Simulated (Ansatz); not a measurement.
Breaking a bond: OH, doublet.

Methods: UKS-PBE = unrestricted PBE/cc-pVDZ (Ansatz, a quantum-chemistry and plane-wave program); FCI = full CI/cc-pVDZ, frozen core (Ansatz).

Energies relative to the lowest point of each curve near equilibrium, in kJ/mol; the last columns give the error against full CI:

| R / Å | UKS-PBE | FCI | UKS-PBE − FCI |
|---|---|---|---|
| 0.73 | 285.2 | 274.8 | 10.3 |
| 0.77 | 182.7 | 173.0 | 9.6 |
| 0.83 | 82.7 | 74.9 | 7.8 |
| 0.88 | 34.9 | 29.1 | 5.7 |
| 0.92 | 13.1 | 9.3 | 3.8 |
| 0.95 | 4.2 | 2.0 | 2.2 |
| 0.97 | 1.1 | 0.0 | 1.1 |
| 0.99 | 0.0 | 0.0 | 0.0 |
| 1.03 | 2.6 | 4.9 | -2.3 |
| 1.06 | 8.1 | 12.0 | -3.9 |
| 1.15 | 36.7 | 45.3 | -8.6 |
| 1.23 | 71.4 | 83.2 | -11.8 |
| 1.32 | 115.2 | 129.0 | -13.8 |
| 1.47 | 189.9 | 202.0 | -12.1 |
| 1.59 | 245.8 | 252.1 | -6.3 |
| 1.73 | 301.7 | 298.5 | 3.2 |
| 1.92 | 354.5 | 341.6 | 12.9 |
| 2.13 | 388.0 | 368.4 | 19.6 |
| 2.36 | 408.2 | 382.6 | 25.5 |
| 2.62 | 420.4 | 389.5 | 30.9 |
| 2.92 | 427.6 | 392.7 | 35.0 |
| 3.39 | 432.1 | 394.2 | 37.9 |
| 3.88 | 433.5 | 394.7 | 38.9 |

UKS-PBE is furthest from FCI at 3.88 (38.9 kJ/mol, above); its mean absolute error over the points is 13.2 kJ/mol.

The unrestricted determinant behind UKS-PBE is spin-contaminated at 1.73 to 3.88 Å (<S²> up to 1.7, against 0.75 for a pure doublet).
